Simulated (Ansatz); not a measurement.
Si–CH2, triplet: the ladder up to full CI

Geometry: that of the Si–CH2, singlet, kept fixed. The singlet lies 2.0 eV lower here.

```yaml
atoms:
  - { symbol: Si, position_ang: [0.0000, 0.0000, 0.5957] }
  - { symbol: C, position_ang: [0.0000, 0.0000, -1.1063] }
  - { symbol: H, position_ang: [0.0000, -0.9093, -1.7078] }
  - { symbol: H, position_ang: [0.0000, 0.9093, -1.7078] }
```

Basis 6-31G; Ansatz 0.2.0. Correlated methods freeze the noble-gas cores, which leaves 10 electrons in 20 orbitals. Prefix R: restricted or restricted open-shell reference; prefix U: unrestricted. Active spaces: valence = (10e, 10o) chosen from the atoms' valence shells.

Full CI is exact within this basis and frozen core; it isn't the basis-set limit. The frozen core follows each run's orbitals, which can shift R against U totals by a few meV.

For open shells CISD is restricted-active-space CI with the open shells as a complete middle space.

The UHF ⟨S²⟩ is 2.011 and the T1 diagnostic (RCCSD) is 0.0159. The largest doubles amplitude (RCCSD) is 0.069 and the T1 diagnostic (UCCSD) is 0.0122.

Task: From what is known of these methods and the diagnostics, rank them by the size of their error in total energy against full CI in 6-31G, smallest first (an estimate: the text doesn't fix the numbers).
A. UMP2
B. NEVPT2 (valence space)
C. UHF
D. RCCSD(T)
E. MRCISD (valence space)

Result: D (19 meV), E (56 meV), B (353 meV), A (728 meV), C (3430 meV).

All errors are against full CI in 6-31G. Within each family the higher level lies nearer, as is usual though not guaranteed.

The full-CI state has the irrep A2 of C2v, in the program's axes.

Natural occupations of full CI about the gap: 1.977 1.968 1.968 1.938 0.996 0.991 0.042 0.029 0.025 0.024; effectively unpaired electrons, Σ n²(2−n)², 2.04.
